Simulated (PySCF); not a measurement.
**How the method moves the adiabatic energies of losing or gaining an electron of `[BH2-]F` ([BFH2]-•)**

The parent is a doublet.

All levels share the PBE0-D3(BJ)/ma-def2-SVP structures and the PBE0-D3(BJ)/ma-def2-SVP thermal terms; only the single-point energies (PySCF) change. Values are adiabatic energies of losing or gaining an electron (0 K, eV).

```csv
level,detachment energy to the singlet neutral,time
HF/jun-cc-pV(T+d)Z,-1.05,2 s
MP2/jun-cc-pV(T+d)Z,-0.66,10 s
CCSD(T)/jun-cc-pV(T+d)Z,-0.55,4.9 min
ωB97X-D3(BJ)/ma-def2-TZVP,-0.46,–
```

Times are wall times for all single points of a level on 1 thread of Intel Xeon @ 2.80GHz, a shared host; the dash marks the run that also made the structures.

Hartree-Fock leaves out electron correlation, so its ionisation energies and electron affinities from energy differences mostly come out too low, often by 1 eV or more, where an electron pair is broken or made.

At HF/jun-cc-pV(T+d)Z a relaxed species lies above the same state at the other structure, so the structures fit that level poorly.

The spread: 0.59 eV, from -1.05 to -0.46.

Caveats: the parent anion holds its electron weakly or not at all, so the values hang on the basis.
